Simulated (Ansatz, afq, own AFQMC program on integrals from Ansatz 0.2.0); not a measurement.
## CH3N, singlet → CH₃N, triplet

```yaml
atoms:
  - { symbol: C, position_ang: [-0.0342, -0.3828, 0.0369] }
  - { symbol: N, position_ang: [0.6306, 0.6593, -0.2285] }
  - { symbol: H, position_ang: [-1.0973, -0.4032, 0.3450] }
  - { symbol: H, position_ang: [0.4576, -1.3670, -0.0355] }
  - { symbol: H, position_ang: [0.0434, 1.4937, -0.1179] }
```

Connectivity, by distances: CH2–NH.

E(triplet, charge +0) − E(singlet, charge +0) at this geometry, on RHF and UHF determinants.

Basis def2-TZVP. Noble-gas cores (and the filled d shells of Ga–Kr and In–Xe) are frozen. Integrals, coupled cluster, full CI and functionals: Ansatz 0.2.0; the random walks run on the same integrals in our own AFQMC program. The CISD trial takes its coefficients from CCSD amplitudes. Released means that phaseless walkers are propagated on without the constraint, phases kept. ± is one standard error of the sampling. The errors of all members are added in quadrature.

No full CI on the walks' own integrals is used here; CCSDT(Q) serves as the reference and is uncertain by about the last step of the cluster series. Each member takes its own surest rung, up to full CI.

Errors are counted within def2-TZVP, not against nature.

Cautions: CH₃N (singlet): the released energies move by 1.5 errors or more from one time to the next, so no released level is given (meV from the phaseless value at times in 1/Eh: -6 ± 5 at 0.24, -7 ± 4 at 0.51, -8 ± 5 at 0.99, 3 ± 6 at 1.62, -15 ± 6 at 2.40), though the last usable value meets CCSDT(Q) within the noise; CH₃N (triplet): another spin lies lower, the released energies have errors that jump between times, so the bars are unsure, so no released level is given (meV from the phaseless value at times in 1/Eh: 105 ± 118 at 0.24, -13 ± 4 at 0.51, -40 ± 5 at 0.99, -25 ± 5 at 1.62, -24 ± 9 at 2.40), though the last usable value meets CCSDT(Q) within the noise, its ph-AFQMC/CISD value lies 21 ± 5 meV above CCSDT(Q); the upper state may be diffuse, so the gap hangs on the basis.

```
level  vertical spin gap (kcal/mol)
 CCSD                         106.7
   HF                          87.0
```

Q: From these cheaper values, estimate the vertical spin gap at the reference level in def2-TZVP.

A: 108.5 kcal/mol (CCSDT(Q) in def2-TZVP).

```tsv
level	vertical spin gap (kcal/mol)	error against CCSDT(Q) (kcal/mol)
MP2	112.9	4.4
CCSD(T)	108.7	0.2
CCSDT	108.3	-0.2
ph-AFQMC/CISD	108.8 ± 0.2	0.3 ± 0.2
```

Correlation beyond CCSD(T) takes off 0.2 kcal/mol. The perturbative (T) step is worth +2.0 kcal/mol.
